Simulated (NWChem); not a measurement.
# NH (imidogen) at UPKZB/SBKJC-VDZ (core potential, Cartesian functions), part 2 of 2

NWChem 7.3.0. The steps go on from the part before.

**3. The distorted shape, same level**

mymol.nw reads:

```
start mymol
memory 2200 mb
geometry units angstroms noautoz
   N     0.000000    0.000000   -1.036210
   H     0.000000    0.000000    1.036210
end
basis "ao basis" cartesian
   * library "sbkjc vdz ecp"
end
ecp
   N library "sbkjc ecp"
end
dft
   xc xpkzb99 cpkzb99
   mult 3
   grid medium
   direct
   maxiter 200
   mulliken
end
task dft gradient
```

Launch:

```
nwchem mymol.nw > mymol.out
```

The program printed:

```text
Northwest Computational Chemistry Package (NWChem) 7.3.0
             --------------------------------------------------------

           Job information
           ---------------

    nwchem branch   = 7.3.0
    use scalapack   = T
    input           = mymol.nw
    prefix          = mymol.
    data base       = ./mymol.db
    status          = startup
    nproc           =        1

           Memory information
           ------------------

    heap     =     72089600 doubles =      550.0 Mbytes
    stack    =     72089597 doubles =      550.0 Mbytes
    global   =    144179200 doubles =     1100.0 Mbytes (distinct from heap & stack)
    total    =    288358397 doubles =     2200.0 Mbytes
    verify   = yes
    hardfail = no

           Directory information
           ---------------------

  0 permanent = .
  0 scratch   = .

                                NWChem Input Module
                                -------------------

 Scaling coordinates for geometry "geometry" by  1.889725989
 (inverse scale =  0.529177249)

 ORDER OF PRIMARY AXIS IS BEING SET TO 4
 C4V symmetry detected

                             Geometry "geometry" -> ""
                             -------------------------

 Output coordinates in angstroms (scale by  1.889725989 to convert to a.u.)

  No.       Tag          Charge          X              Y              Z
 ---- ---------------- ---------- -------------- -------------- --------------
    1 N                    7.0000     0.00000000     0.00000000    -0.25905250
    2 H                    1.0000     0.00000000     0.00000000     1.81336750

      Atomic Mass
      -----------

      N                 14.003070
      H                  1.007825

 Effective nuclear repulsion energy (a.u.)       1.7873986658

            Nuclear Dipole moment (a.u.)
            ----------------------------
        X                 Y               Z
 ---------------- ---------------- ----------------
     0.0000000000     0.0000000000     0.0000000000

      Symmetry information
      --------------------

 Group name             C4v
 Group number             18
 Group order               8
 No. of unique centers     2

      Symmetry unique atoms

     1    2

            XYZ format geometry
            -------------------
     2
 geometry
 N                     0.00000000     0.00000000    -0.25905250
 H                     0.00000000     0.00000000     1.81336750

 Summary of "ao basis" -> "" (cartesian)
 ------------------------------------------------------------------------------
       Tag                 Description            Shells   Functions and Types
 ---------------- ------------------------------  ------  ---------------------
 *                       sbkjc vdz ecp                on all atoms

                 ECP       "ecp basis" -> "" (cartesian)
                -----
  [basis functions not shown]

                                 NWChem DFT Module
                                 -----------------

                      Basis "ao basis" -> "ao basis" (cartesian)
                      -----
  [basis functions not shown]

 Summary of "ao basis" -> "ao basis" (cartesian)
 ------------------------------------------------------------------------------
       Tag                 Description            Shells   Functions and Types
 ---------------- ------------------------------  ------  ---------------------
 N                       sbkjc vdz ecp               4        8   2s2p
 H                       sbkjc vdz ecp               2        2   2s

 Summary of "ao basis" -> "ao basis" (cartesian)
 ------------------------------------------------------------------------------
       Tag                 Description            Shells   Functions and Types
 ---------------- ------------------------------  ------  ---------------------
 N                       sbkjc vdz ecp               4        8   2s2p
 H                       sbkjc vdz ecp               2        2   2s

      Symmetry analysis of basis
      --------------------------

        a1          6
        a2          0
        b1          0
        b2          0
        e           4

  Caching 1-el integrals

            General Information
            -------------------
          SCF calculation type: DFT
          Wavefunction type:  spin polarized.
          No. of atoms     :     2
          No. of electrons :     6
           Alpha electrons :     4
            Beta electrons :     2
          Charge           :     0
          Spin multiplicity:     3
          Use of symmetry is: on ; symmetry adaption is: on
          Maximum number of iterations: 200
          This is a Direct SCF calculation.
          AO basis - number of functions:    10
                     number of shells:     6
          Convergence on energy requested:  1.00D-06
          Convergence on density requested:  1.00D-05
          Convergence on gradient requested:  5.00D-04

              XC Information
              --------------
                  PKZB metaGGA Exchange Functional  1.000
             PKZB99 metaGGA Correlation Functional  1.000

             Grid Information
             ----------------
          Grid used for XC integration:  medium
          Radial quadrature: Mura-Knowles
          Angular quadrature: Lebedev.
          Tag              B.-S. Rad. Rad. Pts. Rad. Cut. Ang. Pts.
          ---              ---------- --------- --------- ---------
          N                   0.65       49           7.0       434
          H                   0.35       45           7.0       434
          Grid pruning is: on
          Number of quadrature shells:    94
          Spatial weights used:  Erf1

          Convergence Information
[... 1 line left out ...]
          Convergence aids based upon iterative change in
          total energy or number of iterations.
[... 33 lines left out ...]
 Warning - the HOMO and LUMO are degenerate and you are using symmetry.
 This can lead to non-variational energies and poor convergence.
[... 57 lines left out ...]
   convergence    iter        energy       DeltaE   RMS-Dens  Diis-err    time
[... 13 lines left out ...]
         Total DFT energy =      -10.240092041549
      One electron energy =      -18.754165995996
           Coulomb energy =        9.888166974353
    Exchange-Corr. energy =       -2.650806352628
 Nuclear repulsion energy =        1.276713332721
[... 16 lines left out ...]
                    DFT Final Alpha Molecular Orbital Analysis
[... 76 lines left out ...]
                     DFT Final Beta Molecular Orbital Analysis
[... 59 lines left out ...]
 Vector    9  Occ=0.000000D+00  E= 8.508247D-01  Symmetry=a1
              MO Center= -4.0D-17, -6.3D-17,  1.8D+00, r^2= 1.2D+00
   Bfn.  Coefficient  Atom+Function         Bfn.  Coefficient  Atom+Function
  ----- ------------  ---------------      ----- ------------  ---------------
     9      1.247654  2 H  s                 10     -1.148257  2 H  s
     1      0.272860  1 N  s                  8      0.130234  1 N  pz
     5     -0.128388  1 N  s                  4      0.064140  1 N  pz

 Vector   10  Occ=0.000000D+00  E= 1.365885D+00  Symmetry=a1
              MO Center= -3.4D-18,  5.9D-17,  9.7D-02, r^2= 2.3D+00
   Bfn.  Coefficient  Atom+Function         Bfn.  Coefficient  Atom+Function
  ----- ------------  ---------------      ----- ------------  ---------------
     5      1.723750  1 N  s                  1     -1.498169  1 N  s
    10     -0.628288  2 H  s                  9      0.296564  2 H  s
     8      0.289181  1 N  pz                 4     -0.097861  1 N  pz

     ---------------------------------------------
      Total Density - Mulliken Population Analysis
     ---------------------------------------------

    Atom       Charge   Shell Charges
 -----------   ------   -------------------------------------------------------
    1 N    5     5.05   1.40  2.30  0.59  0.76
    2 H    1     0.95   0.29  0.65

     --------------------------------------------
      Spin Density - Mulliken Population Analysis
     --------------------------------------------

    Atom       Charge   Shell Charges
 -----------   ------   -------------------------------------------------------
    1 N    5     2.74   0.03  2.11 -0.03  0.63
    2 H    1    -0.74  -0.24 -0.50

     -------------------------------------------
      Total Density - Lowdin Population Analysis
     -------------------------------------------

    Atom       Charge   Shell Charges
 -----------   ------   -------------------------------------------------------
    1 N    5     5.09   1.25  2.16  0.75  0.94
    2 H    1     0.91   0.32  0.59

     ------------------------------------------
      Spin Density - Lowdin Population Analysis
     ------------------------------------------

    Atom       Charge   Shell Charges
 -----------   ------   -------------------------------------------------------
    1 N    5     2.70   0.01  2.00 -0.02  0.70
    2 H    1    -0.70  -0.27 -0.43

   alpha - beta orbital overlaps
   -----------------------------

   alpha      1      2      3      4      5      6      7      8      9     10
    beta      1      5      3      4      2      6      7      8      9     10
 overlap   0.998  0.724  0.902  0.902  0.724  0.991  0.991  0.997  0.988  0.989

     --------------------------
     Expectation value of S2:
     --------------------------
      <S2> =      2.5293 (Exact =     2.0000)

 center of mass
 --------------
 x =   0.00000000 y =   0.00000000 z =  -0.22659915

 moments of inertia (a.u.)
 ------------------
          14.419660026268           0.000000000000           0.000000000000
           0.000000000000          14.419660026268           0.000000000000
           0.000000000000           0.000000000000           0.000000000000

     Multipole analysis of the density
     ---------------------------------

     L   x y z        total         alpha         beta         nuclear
     -   - - -        -----         -----         ----         -------
     0   0 0 0      0.000000     -4.000000     -2.000000      6.000000

     1   1 0 0      0.000000      0.000000      0.000000      0.000000
[... 8 lines of this table left out ...]
     2   0 0 2     -4.143484     -5.242506    -11.841954     12.940975

            General Information
            -------------------
          SCF calculation type: DFT
          Wavefunction type:  spin polarized.
          No. of atoms     :     2
          No. of electrons :     6
           Alpha electrons :     4
            Beta electrons :     2
          Charge           :     0
          Spin multiplicity:     3
          Use of symmetry is: on ; symmetry adaption is: on
          Maximum number of iterations: 200
          This is a Direct SCF calculation.
          AO basis - number of functions:    10
                     number of shells:     6
          Convergence on energy requested:  1.00D-06
          Convergence on density requested:  1.00D-05
          Convergence on gradient requested:  5.00D-04

              XC Information
              --------------
                  PKZB metaGGA Exchange Functional  1.000
             PKZB99 metaGGA Correlation Functional  1.000

             Grid Information
             ----------------
          Grid used for XC integration:  medium
          Radial quadrature: Mura-Knowles
          Angular quadrature: Lebedev.
          Tag              B.-S. Rad. Rad. Pts. Rad. Cut. Ang. Pts.
          ---              ---------- --------- --------- ---------
          N                   0.65       49           7.0       434
          H                   0.35       45           7.0       434
          Grid pruning is: on
          Number of quadrature shells:    94
          Spatial weights used:  Erf1

          Convergence Information
          -----------------------
          Convergence aids based upon iterative change in
          total energy or number of iterations.
          Levelshifting, if invoked, occurs when the
          HOMO/LUMO gap drops below (HL_TOL):  1.00D-02
          DIIS, if invoked, will attempt to extrapolate
          using up to (NFOCK): 10 stored Fock matrices.

                    Damping( 0%)  Levelshifting(0.5)       DIIS
                  --------------- ------------------- ---------------
          dE  on:    start            ASAP                start
          dE off:    2 iters        200 iters           200 iters

      Screening Tolerance Information
      -------------------------------
          Density screening/tol_rho:  1.00D-10
          AO Gaussian exp screening on grid/accAOfunc:  14
          CD Gaussian exp screening on grid/accCDfunc:  20
          XC Gaussian exp screening on grid/accXCfunc:  20
          Schwarz screening/accCoul:  1.00D-08

                            NWChem DFT Gradient Module
                            --------------------------

  charge          =   0.00
  wavefunction    = open shell

  Using symmetry

                         DFT ENERGY GRADIENTS

    atom               coordinates                        gradient
                 x          y          z           x          y          z
   1 N       0.000000   0.000000  -0.489538    0.000000   0.000000  -0.030763
   2 H       0.000000   0.000000   3.426768    0.000000   0.000000   0.030763

                 ----------------------------------------
                 |  Time  |  1-e(secs)   |  2-e(secs)   |
                 ----------------------------------------
                 |  CPU   |       0.00   |       0.00   |
                 ----------------------------------------
                 |  WALL  |       0.00   |       0.00   |
                 ----------------------------------------

 Task  times  cpu:        0.2s     wall:        0.2s
 Total times  cpu:        0.2s     wall:        0.2s
```

Wall time 0.75 s (1 thread of Intel Xeon at 2.60GHz (Ice Lake), shared host); peak memory 0.1 GiB.

**4. What came out**

What follows sums up all 2 parts.

Level: UPKZB/SBKJC-VDZ (core potential, Cartesian functions).

| quantity | value |
| --- | --- |
| first shape: total energy | -10.34844 Eh |
| first shape: dipole moment | 1.75 D |
| first shape: HOMO energy (highest over α and β) | -7.51 eV |
| first shape: LUMO energy (lowest over α and β) | -4.11 eV |
| first shape: ⟨S²⟩ | 2.004 |
| first shape: largest force on an atom | 1.530 eV/Å |
| distorted shape: total energy | -10.24009 Eh |
| distorted shape: dipole moment | 0.58 D |
| distorted shape: HOMO energy (highest over α and β) | -7.40 eV |
| distorted shape: LUMO energy (lowest over α and β) | -3.84 eV |
| distorted shape: ⟨S²⟩ | 2.529 |
| distorted shape: largest force on an atom | 1.582 eV/Å |
| energy change with the N1–H2 bond stretched from 1.036 to 2.072 Å | 2.948 eV |

In words: With the N1–H2 bond stretched from 1.036 to 2.072 Å the energy rises by 2.95 eV (68 kcal/mol). The first shape isn't relaxed at this level, so the change isn't measured from a minimum. The largest force (first shape) is 1.53 eV/Å: the shape isn't a stationary point for this species at this level. ⟨S²⟩ (distorted shape) is 2.53 where a pure triplet has 2.00: the reference is spin-contaminated.
